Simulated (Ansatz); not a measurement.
```yaml
crystal:
  periodic: [false, false, false]
  atoms:
    - {symbol: C, position_ang: [-1.798655, -0.107425, -0.001341]}
    - {symbol: C, position_ang: [-0.718086, 0.610363, 0.003576]}
    - {symbol: S, position_ang: [0.895920, -0.219467, -0.001050]}
    - {symbol: H, position_ang: [1.488340, 0.988720, 0.006772]}
basis:
  gaussian: {orbitals: def2-TZVP}
magnetization: {spin_polarized: true, initial_magnetization: 3}
hamiltonian: {xc: pbe0}
relax: {f_tol: 0.004, max_steps: 80}
```

```sh
$ ansatz run in.yaml --threads 1 --pin off --events-out ev --progress --plain --max-ram 2176MiB
```

Steps of the relaxation (energy above the last step; positions in Å, forces in eV/Å):

```
4
step 1, 249.3 meV
C    -1.799   -0.107   -0.001   -2.900   -2.108   -0.014
C    -0.718    0.610    0.004    3.308    1.781    0.012
S     0.896   -0.219   -0.001   -0.663    0.457    0.003
H     1.488    0.989    0.007    0.255   -0.130   -0.001
```

```
4
step 2, 103.8 meV
C    -1.830   -0.148   -0.002   -1.256   -1.116   -0.007
C    -0.736    0.629    0.004    2.132    0.836    0.006
S     0.872   -0.184   -0.001   -0.825    0.340    0.002
H     1.562    0.975    0.007   -0.051   -0.060    0.000
```

```
4
step 3, 2.0 meV
C    -1.814   -0.195   -0.002    0.024    0.076    0.000
C    -0.705    0.668    0.004    0.041   -0.128   -0.001
S     0.804   -0.157   -0.001    0.068    0.191    0.001
H     1.583    0.956    0.007   -0.133   -0.139   -0.001
```

```
4
step 8, 0.0 meV
C    -1.819   -0.184   -0.002    0.000    0.000    0.000
C    -0.696    0.656    0.004    0.000    0.000    0.000
S     0.813   -0.159   -0.001    0.000    0.000    0.000
H     1.569    0.959    0.007    0.000    0.000    0.000
```

Close pairs at the end: S3–H4 1.350 Å, C1–C2 1.404 Å, C2–S3 1.715 Å.

A stationary point of unrestricted PBE0 after 8 steps, with ⟨S²⟩ = 3.761 against 3.75 for a pure state; no frequencies were run, so it isn't proven a minimum. 39 s on 1 thread of Arm Neoverse V1, shared host.
